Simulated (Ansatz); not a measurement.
A made-up structure of SiH3SO (charge -1), closed shell:

```
atom    x (Å)    y (Å)    z (Å)
 Si1  -0.1608   0.2808  -0.2060
  O2   0.9816  -0.8815  -0.2742
  S3   0.7806  -1.5542   1.3513
  H4  -1.5754  -0.1819  -0.0784
  H5   1.5254  -1.2605  -0.9824
  H6   0.0697   1.3850   0.7734
```

It is relaxed with PBE-D4/def2-SVPD and then PBE0-D4/def2-TZVPD (Ansatz 0.2.0). Atoms count as bonded within 1.22 times the sum of their covalent radii (H–H: 0.88 Å). The end point is not checked to be a true minimum.

Problem. Does its bonding change? (A judgement: the text doesn't fix the answer.)

Solution. By the calculation: Yes. Formed: none; broken: Si1–S3.

Where it ends: The first stage lowers the energy by 1.90 eV in 9 steps. It ends as SiH₃SO ([SiH2][OH][S]), total charge -1:
```csv
atom,x (Å),y (Å),z (Å)
Si1,-0.2014,0.5233,-0.5665
O2,0.9933,-0.7754,-0.0241
S3,1.0407,-1.9486,1.3565
H4,-1.4817,-0.1428,-0.0662
H5,1.3018,-1.2636,-0.7889
H6,-0.0318,1.3946,0.6730
```

Labels in which every atom is bracketed show which atoms are joined, not bond orders.

For scale, one of the runs: PBE0-D4/def2-TZVPD relaxation, 156 basis functions, launched by `ansatz run in.yaml --threads 2 --pin off --events-out ev --progress --plain --max-ram 4352MiB`. Hardware: 2 CPU threads of an Arm Neoverse V2, shared host. Wall time about 23 s.
